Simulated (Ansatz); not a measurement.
A nudged elastic band was laid between two geometries of CH₃SSi (6 atoms, charge 1, multiplicity 1).

Computed with RKS PBE-D4/6-31G* in Ansatz.

```
movable images  : 5
climbing image  : yes
spring          : 5.0 eV/Å²
optimiser       : fire
start path      : through a guess of the saddle point
force threshold : 0.05 eV/Å
iteration limit : 60
end points      : relaxed
```

First end point:

```xyz
6
Properties=species:S:1:pos:R:3
C -0.979 0.215 -0.899
Si 0.425 -0.402 -0.034
S 1.111 0.316 1.780
H -1.899 -0.395 -0.926
H -0.825 0.811 -1.815
H 2.167 -0.545 1.893
```

Last end point:

```xyz
6
Properties=species:S:1:pos:R:3
C -0.225 -0.289 -0.666
Si 0.323 0.417 0.958
S 0.889 1.144 2.632
H -1.255 -0.674 -0.554
H -0.195 0.511 -1.427
H 0.463 -1.109 -0.943
```

**Question.** Which bonds break or form, and what moves?

**Answer.** Bonds broken: S3–H6. Bonds formed: C1–H6.

**Question.** What energy profile does the band end with?

**Answer.** It converged. The highest image is number 3 of 0 to 6, 1.70 eV above the first end and 3.39 eV above the last; the last end lies 1.69 eV below the first. The profile has 2 maxima (images 1, 3) with wells between them (image 2): this band takes more than one step, which may be the mechanism or a detour left from its start path. Neighbouring images differ by up to 2.5 eV, so the band resolves the path poorly. The order of the stationary point at the top wasn't checked. The orbitals stay closed-shell, which can raise the energy where a bond breaks towards radicals; this wasn't checked here. Limits of this set-up: the dipole of an ion depends on the origin.

| image | path coordinate (Å) | energy (eV) | S3–H6 (Å) | C1–H6 (Å) |
| --- | --- | --- | --- | --- |
| 0 | 0.00 | 0.00 | 1.37 | 4.27 |
| 1 | 0.97 | 0.27 | 1.37 | 4.06 |
| 2 | 1.93 | 0.13 | 1.37 | 3.27 |
| 3 | 2.89 | 1.70 | 2.05 | 2.70 |
| 4 | 3.72 | 1.12 | 2.79 | 1.93 |
| 5 | 4.54 | -1.34 | 3.44 | 1.14 |
| 6 | 5.37 | -1.69 | 4.25 | 1.11 |

**Question.** What is the geometry of the highest image?

**Answer.** 
```xyz
6
Properties=species:S:1:pos:R:3:forces:R:3
C -0.795 0.102 -0.823 0.00 0.00 0.00
Si 0.178 0.303 0.619 0.02 -0.02 0.00
S 1.333 0.465 2.230 -0.01 0.02 0.01
H -1.576 -0.670 -0.850 0.00 0.00 0.00
H -0.472 0.562 -1.767 0.00 0.00 0.00
H 1.333 -0.762 0.592 0.00 -0.01 -0.01
```

The band took 59 iterations and about 6 core-minutes.

Time of the run: 6.2 min on 1 thread of Arm Neoverse V1, with other jobs on the host, peak memory 0.11 GiB.
